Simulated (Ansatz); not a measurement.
A calculation on rock-salt ZrC returned lattice constant a 4.703 Å, bulk modulus 233 GPa, zone-centre TO phonon frequency 414 cm⁻¹, elastic constant C11 483 GPa, elastic constant C44 166 GPa, Voigt–Reuss–Hill shear modulus 174 GPa, formation enthalpy -1.041 eV/atom.

For reference: lattice constant a 4.696 Å (measured, temperature not stated, not corrected to a static lattice; as tabulated in Zhang et al. (2018), doi:10.1088/1367-2630/aac7f0); bulk modulus 223 GPa (measured, temperature not stated, no zero-point or thermal correction, from single-crystal elastic constants, our sources range from 208 to 223; as tabulated in arXiv:1102.4063); elastic constant C11 470 GPa (measured, temperature not stated, no zero-point or thermal correction; as tabulated in Wu et al. (2005), arXiv:cond-mat/0412374); elastic constant C44 160 GPa (measured, temperature not stated, no zero-point or thermal correction; as tabulated in Wu et al. (2005), arXiv:cond-mat/0412374); formation enthalpy -1.019 eV/atom (measured, 298 K, copied from a table, unchecked, not corrected to a static lattice; as tabulated in Wang et al. (2021), doi:10.1038/s41598-021-94550-5).

Task: Which level of theory produced these numbers?
A) PBE-D3(BJ) (Ansatz (a quantum-chemistry and plane-wave program))
B) PBE (Ansatz)
C) r²SCAN+rVV10 (Ansatz)
D) RPBE (Ansatz)

Result: C, r²SCAN+rVV10 (Ansatz)

The others give: RPBE 4.733 Å, 213 GPa, 408 cm⁻¹, 435 GPa, 150 GPa, 157 GPa, -0.820 eV/atom; PBE-D3(BJ) 4.673 Å, 232 GPa, 440 cm⁻¹, 494 GPa, 156 GPa, 171 GPa, -0.921 eV/atom; PBE 4.709 Å, 222 GPa, 420 cm⁻¹, 458 GPa, 153 GPa, 162 GPa, -0.859 eV/atom.

Unless a cell is named, each level is at its own relaxed cell (PBE 13.05, PBE-D3(BJ) 12.76, r²SCAN+rVV10 13.00, RPBE 13.25 Å³/atom).

Caveats: the dispersion coefficients are held fixed in the derivatives (PBE-D3(BJ)). Ansatz's density-functional and Hartree–Fock values are scalar-relativistic unless marked +SOC, with PAW data made under PBE.
